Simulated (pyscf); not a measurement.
# Four-centre exchange: HS–GeH₃ + hydrogen fluoride (HF) → H₂S + F–GeH₃

Gas phase, singlet surface, charge 0. Bonds broken: S1–Ge2, F7–H8. Bonds formed: S1–H8, Ge2–F7. Structures and frequencies: ωB97X-D3(BJ)/def2-SVP in PySCF. MP2 and CC: frozen core, UHF for open shells. ΔMP2 is the change of the MP2 total energy from the triple- to the quadruple-zeta basis.

Transition state (Å):

```xyz
8

S     -1.7040     0.7689     1.4849
Ge    -0.4035    -0.5266    -0.3366
H     -0.8018     1.7635     1.5964
H     -0.1016     0.8314    -0.9893
H     -1.6965    -1.2167    -0.7662
H      0.8015    -1.4238    -0.6907
F      0.0816    -1.1625     1.5549
H     -0.6643    -0.4100     1.9395
```

One imaginary mode, 661i cm⁻¹; descent along it reached the two sides named, in the forms told below.

```
bond    change  reactant side (Å)  saddle  product side
------  ------  -----------------  ------  ------------
S1–Ge2  breaks              2.246   2.586           3.6
F7–H8   breaks              0.936   1.127         2.165
S1–H8    forms              2.237   1.636         1.348
Ge2–F7   forms                3.1   2.054         1.759
```

Electronic energies relative to the separated reactants (kcal/mol):

```
level                             barrier  reaction energy  reverse barrier
--------------------------------  -------  ---------------  ---------------
ωB97X-D3(BJ)/def2-TZVP               26.9             -1.6             28.5
PBE/def2-TZVP                        19.3             -3.1             22.4
r²SCAN/def2-TZVP                     21.5             -4.2             25.6
B3LYP-D3(BJ)/def2-TZVP               24.2             -4.3             28.5
PBE0-D3(BJ)/def2-TZVP                24.0             -1.6             25.6
M06-2X/def2-TZVP                     24.9             -5.8             30.7
ωB97M-D3(BJ)/def2-TZVP               26.0             -4.3             30.3
HF/def2-TZVP                         43.4             -7.7             51.1
MP2/def2-QZVPP                       29.6             -0.9             30.5
CCSD/def2-TZVPP                      32.9             -3.0             35.9
CCSD(T)/def2-TZVPP                   29.9             -2.4             32.4
CCSD(T)/def2-TZVPP + ΔMP2(QZVPP)     30.5             -2.0             32.5
```

With CCSD(T)/def2-TZVPP + ΔMP2(QZVPP) energies and thermal terms (ideal gas, 1 atm, RRHO with modes under 100 cm⁻¹ raised to 100, one conformer, R ln 2 for chiral ones without a mode under 150 cm⁻¹), in kcal/mol:

```csv
T (K),ΔH‡,ΔG‡,ΔH,ΔG
298,28.8,39.1,-3.0,-2.9
600,28.5,49.7,-3.7,-2.5
900,28.8,60.3,-4.1,-1.7
1200,29.2,70.7,-4.4,-0.9
```

On the reactant side the descent ends in a complex, 6.6 kcal/mol under the separated species and 33.5 kcal/mol under the saddle at ωB97X-D3(BJ)/def2-TZVP. One saddle was located; it need not be the lowest between these sides. The CCSD(T) − MP2 part came from Ansatz, without density fitting, on the same reference. The frozen core leaves the outer d or s,p core shells of the metals and heavy elements correlated in the MP2 and CC values, and def2-TZVPP describes them poorly, which can shift differences by a few kcal/mol. Elements up to Kr have no core potential and no relativistic terms here.
